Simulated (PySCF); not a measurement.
## SF: from constants to spectrum

UHF-CCSD(T) constants of SF, ²Π (doublet), unpaired electrons π ↑ (S x2c-TZVPPall, F x2c-TZVPPall; spin-free X2C with a Gaussian nucleus (PySCF 2.14); masses 31.9721 and 18.9984 u):

* ωe: 836.5 cm⁻¹
* ωexe: 4.72 cm⁻¹
* Be: 0.54862 cm⁻¹
* αe: 0.00456 cm⁻¹
* D (centrifugal): 9.44e-07 cm⁻¹
* De to S + F: 3.37 eV

Task: Give the vibrational terms G(v) and spacings up to v = 6.

Result: G(v) = ωe(v+½) − ωexe(v+½)².

```csv
v,G(v) (cm⁻¹),G(v) − G(v−1),Bv (cm⁻¹)
0,417,,0.5463
1,1244,827,0.5418
2,2062,818,0.5372
3,2870,808,0.5327
4,3669,799,0.5281
5,4458,789,0.5235
6,5238,780,0.5190
```

Task: How well does the Morse estimate ωe²/(4ωexe) reproduce De, and what is D0?

Result: It gives 4.60 eV, 136 % of the computed De. D0 = De − G(0) = 3.37 − 0.05 = 3.32 eV.

Correlated steps freeze 6 core orbitals. The state is the lowest determinant that a PBE0 search found; another state may lie lower at other levels.
